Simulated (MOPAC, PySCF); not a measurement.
Scan of AlCl3, singlet: umbrella (inversion) coordinate, bond length relaxed. Scanned: angle between the Al-Cl bonds and the threefold axis (90 = planar). Other coordinates (Al-Cl bond length) were minimised at B3LYP/def2-TZVP.

Levels of theory: RHF/6-31G* = PySCF 2.14.0 with restricted Hartree-Fock/6-31G*, spherical d; RKS-B3LYP/6-31G* = PySCF 2.14.0 with restricted B3LYP/6-31G*, spherical d; PM6, restricted, heats of formation (MOPAC).

Energies in eV, each method relative to its own lowest point.

| a / ° | RHF/6-31G* | RKS-B3LYP/6-31G* | PM6 |
|---|---|---|---|
| 90 | 0.000 | 0.000 | 0.000 |
| 93 | 0.021 | 0.019 | 0.020 |
| 96 | 0.086 | 0.074 | 0.082 |
| 99 | 0.194 | 0.169 | 0.185 |
| 102 | 0.348 | 0.303 | 0.331 |
| 105 | 0.549 | 0.477 | 0.519 |
| 108 | 0.803 | 0.697 | 0.752 |
| 111 | 1.114 | 0.964 | 1.030 |
| 114 | 1.489 | 1.286 | 1.357 |
| 117 | 1.937 | 1.669 | 1.733 |
| 120 | [?] | 2.122 | 2.167 |
| 123 | [?] | 2.660 | 2.667 |
| 126 | [?] | 3.298 | 3.258 |
| 129 | [?] | 4.056 | 3.974 |
| 132 | [?] | 4.959 | 4.878 |

Question: Fill in the missing entries.

Answer: 
- 120, RHF/6-31G*: 2.471
- 123, RHF/6-31G*: 3.107
- 126, RHF/6-31G*: 3.865
- 129, RHF/6-31G*: 4.773
- 132, RHF/6-31G*: 5.861
